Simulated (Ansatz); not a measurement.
Results of r²SCAN (Ansatz, a quantum-chemistry and plane-wave program, PAW) for α-N2.

Run with plane-wave cutoff 560 eV, 6×6×6 k mesh, Fermi–Dirac smearing 0.01 eV, scalar-relativistic PAW data made under PBE.

Computed at the level's own relaxed cell.

Problem. Estimate the equilibrium lattice constant a, band gap and smallest direct gap on the k points sampled that the calculation returns.

Solution. 
equilibrium lattice constant a: 5.777 Å
band gap: 8.28 eV
smallest direct gap on the k points sampled: 8.30 eV

Measured, for comparison: lattice constant a 5.644 Å (4 K, zero-point motion not removed, our sources range from 5.644 to 5.667; as tabulated in Wyckoff, Crystal Structures 1 (1963), as in the American Mineralogist Crystal …). Computed (rounded) less measured: lattice constant a +2.4 % (+1.9 % to +2.4 % over the range).

Note: the cell comes from a level without a dispersion term, which matters for the spacing of layers, chains or molecules.

Computed values are for the static lattice.
